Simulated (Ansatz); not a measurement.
Geometry optimisation, RKS PBE/def2-SVPD (Ansatz).

Input file:

```yaml
crystal:
  periodic: [false, false, false]
  atoms:
    - { symbol: Si, position_ang: [0.0, 0.0, 0.0] }
    - { symbol: Cl, position_ang: [1.2713, 0.0, 1.9526] }
    - { symbol: H, position_ang: [1.6559, 0.0, 0.1178] }
    - { symbol: H, position_ang: [-0.6877, 1.1914, -0.4862] }
    - { symbol: H, position_ang: [-0.6877, -1.1914, -0.4862] }
basis:
  gaussian: { orbitals: def2-SVPD }
hamiltonian:
  xc: pbe
relax:
  f_tol: 0.15
  max_steps: 25
  restrain:
    - { distance: [1, 2], at: 2.57, k: 30.0 }
    - { distance: [0, 1], at: 2.13, k: 30.0 }
    - { distance: [0, 2], at: 1.46, k: 30.0 }
```

Command:

```bash
$ ansatz run input.yaml --threads 1 --pin off --max-ram 2048MiB --backend cpu --events-out ev --progress --plain --runs-dir out
```

Where does it end, and by what steps?

It converged. The restraints hold the end off the free minimum. After 5 steps the energy has fallen by 2.327 eV (the restraints' own energy left out); H3 moved furthest, 0.54 Å.

```csv
step,energy less start (eV),largest force component (eV/Å),accepted
0,0.0000,4.325,yes
1,-1.1193,2.500,yes
2,-1.8503,1.306,yes
3,-2.2808,0.959,yes
4,-2.3247,0.982,yes
5,-2.3265,0.988,yes
```

```xyz
5
Properties=species:S:1:pos:R:3
Si 0.223 0.000 0.037
Cl 0.822 0.000 2.059
H 1.610 0.000 -0.423
H -0.552 1.238 -0.288
H -0.552 -1.238 -0.288
```

Time of the run: 14 s on 1 thread of Intel(R) Xeon(R) Platinum 8259CL CPU @ 2.50GHz (Skylake/Cascade Lake) (shared host), peak memory 0.14 GiB.
